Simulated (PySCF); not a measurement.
(CH₃)₂SiF₂, optimised at HF/6-31G*:

```xyz
11

C      1.4850    -0.5664    -0.1577
Si     0.0371     0.5949    -0.2943
C     -1.5570    -0.0485     0.4191
F      0.4069     1.9693     0.4226
F     -0.1922     0.9574    -1.8290
H      1.2878    -1.5008    -0.6758
H      2.3781    -0.1277    -0.5925
H      1.7020    -0.8014     0.8806
H     -2.3558     0.6782     0.3051
H     -1.8671    -0.9637    -0.0776
H     -1.4529    -0.2643     1.4788
```

Method: PySCF energies (xtb for GFN2) plus ideal-gas RRHO corrections (1 bar). 6-31G* has spherical d functions here. All species are closed-shell singlets. B3LYP is the form with VWN-RPA correlation.

### Question
List the harmonic frequencies (cm⁻¹, unscaled) at this level and at the other levels, each on its own geometry.

### Answer
- HF/6-31G*: 134, 146, 201, 219, 265, 340, 347, 668, 758, 836, 875, 881, 888, 995, 1037, 1469, 1472, 1599, 1600, 1606, 1610, 3194, 3196, 3262, 3265, 3270, 3270
- B3LYP/6-31G*: 137, 150, 188, 204, 251, 318, 323, 632, 710, 776, 816, 824, 835, 937, 983, 1346, 1349, 1490, 1491, 1498, 1502, 3052, 3054, 3124, 3127, 3132, 3132
- GFN2-xTB: 70, 82, 157, 160, 203, 250, 251, 658, 780, 797, 803, 805, 856, 889, 894, 1382, 1384, 1468, 1471, 1472, 1474, 3034, 3038, 3046, 3049, 3051, 3052
- PBE/def2-SVP: 123, 137, 184, 195, 235, 301, 307, 620, 674, 719, 763, 777, 802, 889, 935, 1229, 1231, 1372, 1375, 1383, 1385, 2982, 2984, 3081, 3083, 3086, 3086
- PBE0/def2-TZVP: 130, 145, 191, 209, 249, 321, 324, 646, 698, 747, 790, 804, 830, 917, 954, 1287, 1289, 1440, 1442, 1450, 1453, 3055, 3056, 3140, 3142, 3143, 3144
